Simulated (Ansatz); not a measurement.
One elementary step

Start structure (CH$_{10}$Si$_{2}$, closed shell), relaxed at PBE0-D4/def2-TZVP:

```xyz
13
angstrom
Si -1.2396 -0.2772 1.1839
H -1.4157 -1.4162 0.2440
H -2.0968 -0.5101 2.3778
H -1.6899 0.9714 0.5130
Si 0.9985 -0.0937 1.8374
H 0.6404 -0.6130 -2.0237
C 0.1934 0.2974 -2.4224
H 1.8741 0.1402 0.6583
H 1.4373 -1.3434 2.5151
H 1.1629 1.0419 2.7845
H 0.5350 0.4502 -3.4458
H 0.4924 1.1477 -1.8101
H -0.8922 0.2049 -2.4118
```

The step: Si₂H₆ ([SiH3][SiH3]) + CH₄ → CH₈Si₂ ([CH3][SiH2][SiH3]) + H₂; bonds formed: Si1–C7, H2–H6; bonds broken: Si1–H2, H6–C7. Ansatz 0.2.0; basis: def2-TZVPP and def2-QZVPP; cores frozen in the correlated methods. Extrapolation: Hartree–Fock as exp(−7.88 √X), correlation as X^−2.97. Energies below are by CCSD(T) at an estimated basis limit (MP2 extrapolated from triple and quadruple zeta, plus CCSD(T) − MP2 in triple zeta).

(1) What are the electronic barrier and the energy of the step, from the start structure to the end structure? (To be estimated.)

T1 diagnostic: at most 0.013.

Answers

(1) The calculation gives: Barrier 80.40 kcal/mol; step energy 7.43 kcal/mol (uphill); reverse barrier, their difference, 72.98 kcal/mol. Barrier and step energy count from the start structure, the reverse barrier from the end structure.

The saddle point: One imaginary mode of 1565i cm⁻¹.
```
  pair  start (Å)  saddle (Å)  end (Å)
Si1–C7       3.92        2.17     1.88
 H2–H6       3.16        1.15     0.75
Si1–H2       1.49        1.74     3.68
 H6–C7       1.09        1.35     3.74
```

Zero-point energy (harmonic, PBE0-D4): ZPE is 59.09 kcal/mol at the start and 57.50 kcal/mol at the saddle, so the barrier goes from 80.40 to 78.81 kcal/mol.

Labels in which every atom is bracketed show which atoms are joined, not bond orders.

For scale, one of the runs: CCSD(T)/def2-TZVPP, 255 basis functions, launched by `ansatz run in.yaml --threads 4 --pin off --events-out ev --progress --plain --max-ram 9574MiB`. Time: 110 s of wall clock on 4 CPU threads of an Intel Xeon; the host was shared. Peak host memory: 5.3 GiB.
